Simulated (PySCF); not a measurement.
## First-order multiplets

Atom-mapped SMILES (the numbers label the heavy atoms): `[CH2:1]=[CH:2][C@@H:3]1[CH2:4][C@H:5]1[CH3:6]`. Hydrogens are named by the atom that carries them. Ha(C4) is cis to C2 on the ring; Ha(C1) is cis to C3; Hb(C4) is trans to C2 on the ring; Hb(C1) is trans to C3.

One averaged value for each set of equivalent atoms, one computed conformer, relativity neglected, isolated molecule. Shieldings: GIAO PBE0/pcSseg-1; J couplings at B3LYP/pcJ-1 (without the spin–dipole term); coordinates at the PBE0-D3(BJ)/def2-SVP level; PySCF 2.14.0 with density-fitted response routines.

Shifts are taken against calculated references (same method and geometry level): ¹H (σref 31.27) and ¹³C (σref 184.41) vs TMS.

Spectrometer: 600 MHz for ¹H. First-order analysis; couplings under 1 Hz (under 4 Hz in carbon signals) are ignored, and nearly equal couplings are merged; the smaller ones broaden or split the lines further.

(1) What pattern does Hb(C1) show (¹H)?

(2) What pattern does Ha(C1) show (¹H)?

(3) What pattern does C1 show in the proton-coupled ¹³C spectrum?

(4) What pattern does C6 show in the proton-coupled ¹³C spectrum?

Results:

(1) A doublet of triplets at δ 5.16: 11.6 Hz to H(C2) (1 × ¹H, 3 bonds away), 1.7 Hz to Ha(C1) and H(C3) (2 × ¹H, 2 or 4 bonds away). Lines in Hz from the centre (relative intensity): +7.5 (1), +5.8 (2), +4.1 (1), -4.1 (1), -5.8 (2), -7.5 (1). The outer lines are 15.0 Hz apart, the sum of the couplings kept, or 0.025 ppm at this field.

(2) A doublet of triplets at δ 5.15: 18.2 Hz to H(C2) (1 × ¹H, 3 bonds away), 2.0 Hz to H(C3) and Hb(C1) (2 × ¹H, 2 or 4 bonds away). Lines in Hz from the centre (relative intensity): +11.1 (1), +9.1 (2), +7.1 (1), -7.1 (1), -9.1 (2), -11.1 (1). The outer lines are 22.2 Hz apart, the sum of the couplings kept, or 0.037 ppm at this field.

(3) A doublet of doublets of doublets at δ 118.7: 169.1 Hz to Hb(C1) (1 × ¹H, 1 bond away), 163.6 Hz to Ha(C1) (1 × ¹H, 1 bond away), 6.1 Hz to H(C3) (1 × ¹H, 3 bonds away). Lines in Hz from the centre (relative intensity): +169.4 (1), +163.3 (1), +5.8 (1), +0.3 (1), -0.3 (1), -5.8 (1), -163.3 (1), -169.4 (1). The outer lines are 338.8 Hz apart, the sum of the couplings kept, or 2.246 ppm at this field.

(4) A quartet of triplets at δ 20.2: 132.2 Hz to H(C6) (3 × ¹H, 1 bond away), 6.0 Hz to Hb(C4) and H(C3) (2 × ¹H, 3 bonds away). Lines in Hz from the centre (relative intensity): +204.3 (1), +198.3 (2), +192.3 (1), +72.1 (3), +66.1 (6), +60.1 (3), -60.1 (3), -66.1 (6), -72.1 (3), -192.3 (1), -198.3 (2), -204.3 (1). The outer lines are 408.6 Hz apart, the sum of the couplings kept, or 2.708 ppm at this field.

Unscaled 3J(H,H) at this level run about 10 % above measured values. Couplings across =CH–CH2 type bonds come from one rotamer and its mirror image, and can be 1–2 Hz further off. Vicinal couplings across rotatable single bonds and in flexible rings belong to the one computed conformer; a conformer average would change them.
